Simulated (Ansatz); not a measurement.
Calculated with Ansatz (gas phase, PBE0-D4/def2-TZVP geometries, no zero-point term in ΔE). CCSD(T)/CBS adds triple-zeta CCSD(T) − MP2 to the extrapolated MP2 energy (def2 sets, frozen cores). This one scheme is used for every species. Functionals use def2-TZVPP. B3LYP here is the variant with VWN-RPA as its local correlation; programs differ in this. Each species was taken in one conformer, which may not be the lowest.

Consider the formal hydrolysis of a C–F bond: `Fc1ccsc1` + H₂O → `Oc1ccsc1` + H–F.

| level | ΔE (kJ/mol) | difference from CCSD(T)/CBS |
| --- | --- | --- |
| BLYP-D4 | -9.1 | 5.4 |
| r2SCAN-D4 | -10.1 | 4.4 |
| B3LYP-D4 | -10.0 | 4.5 |
| r2SCAN0-D4 | -12.1 | 2.4 |
| BHLYP-D4 | -10.2 | 4.3 |
| B2PLYP | -10.6 | 3.9 |
| PBE-QIDH | -15.6 | -1.1 |
| revPBE | -8.2 | 6.3 |
| r2SCAN | -9.5 | 5.0 |
| r2SCANh | -10.3 | 4.2 |
| r2SCAN0 | -11.4 | 3.1 |
| LC-ωPBE | -10.0 | 4.5 |
| CCSD(T)/def2-SVP | -14.8 | -0.3 |
| HF/def2-TZVPP | -6.4 | 8.1 |
| CCSD/def2-TZVPP | -12.8 | 1.7 |
| CCSD/CBS(def2) | -13.3 | 1.2 |
| CCSD(T)/CBS | -14.5 | 0 |

Largest T1 diagnostic among the species: 0.013.

The D4 term adds −3.5 kJ/mol with B3LYP and −1.9 kJ/mol with PBE0; it sums over pairs of atoms, weighted by their polarisabilities, and B3LYP, whose exchange is more repulsive, gets the larger term. From BLYP to BHLYP (50 % exact exchange), in def2-TZVPP and without D4, ΔE moves by −3.3 kJ/mol. Leaving LDA and LC-ωPBE aside and taking each functional with its dispersion term where it has one, the values, not all of them listed here, spread over 8.8 kJ/mol, from PBE-QIDH to B97M-V. LDA lies −4.8 kJ/mol from PBE without D4.
